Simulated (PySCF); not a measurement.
**The bond of CO, level by level**

An exercise on one series of results from a longer session: the logs are not shown, and one member is left open.

The runs use PySCF 2.14.0; C def2-TZVPPD, O def2-TZVPPD, no relativity.

The first run:

Settings of the job:

```
atoms                         : C, O
charge                        : 0
basis                         : C def2-TZVPPD, O def2-TZVPPD
Hamiltonian                   : no relativity
basis functions               : 77
electrons treated             : 14
masses in u                   : 12.0000, 15.9949
levels                        : PBE0, PBE, r²SCAN, TPSS, r²SCANh, r²SCAN0, PW91, PBEsol, ωB97X-V, HF, MP2, SCS-MP2, CCSD, CCSD(T)
grid                          : 80 radial by 434 angular points
occupations                   : held fixed by the projection of orbital angular momentum
dissociation limit            : C + O, each in its ground configuration
starting distance in angstrom : 1.310
values of 2S to try           : 0, 2, 4
```

Started as:

```bash
$ OMP_NUM_THREADS=1 python dia.py task.json out
```

Steps of the session up to this table: Input; PBE0 along the bond; Higher solutions at PBE0; PBE (GGA); r²SCAN (meta-GGA); TPSS (meta-GGA); r²SCANh (hybrid meta-GGA); r²SCAN0 (hybrid meta-GGA); PW91; PBEsol; ωB97X-V; RHF (mean field); Correlated methods on the Hartree–Fock reference.

One of the session's tables, all rows but one given; the rest of the session is left out.

It belongs to the step «The curves together». Energy (eV) from each level's lowest point:

| R (Å) | RHF | RHF-MP2 | RHF-SCS-MP2 | RHF-CCSD | RHF-CCSD(T) |
| --- | --- | --- | --- | --- | --- |
| 0.968 | 1.871 | 2.502 | 2.469 | n/a | n/a |
| 1.012 | 0.742 | 1.198 | 1.172 | 1.088 | 1.173 |
| 1.058 | 0.161 | 0.432 | 0.415 | 0.361 | 0.414 |
| 1.091 | 0.000 | 0.126 | 0.117 | 0.089 | 0.117 |
| 1.125 | 0.023 | 0.000 | 0.000 | 0.000 | 0.000 |
| 1.159 | ? | ? | ? | ? | ? |
| 1.204 | 0.593 | 0.203 | 0.226 | 0.303 | 0.230 |
| 1.260 | 1.294 | 0.628 | 0.671 | 0.810 | 0.679 |
| 1.327 | 2.321 | 1.315 | 1.383 | 1.605 | 1.395 |
| 1.417 | 3.844 | 2.386 | 2.487 | n/a | n/a |

Estimate the missing values for R (Å) = 1.159.

Worked estimate for «RHF». A straight line through the neighbours (1.125, 0.023) and (1.204, 0.593) gives 0.023 + (0.593 − 0.023) × (1.159 − 1.125) / (1.204 − 1.125) = 0.268; a parabola fitted to 4 rows on both sides gives 0.204.

**Answer.** RHF: 0.192; RHF-MP2: 0.015; RHF-SCS-MP2: 0.024; RHF-CCSD: 0.055; RHF-CCSD(T): 0.026. In «RHF» the line misses by +0.076 and the parabola by +0.012.
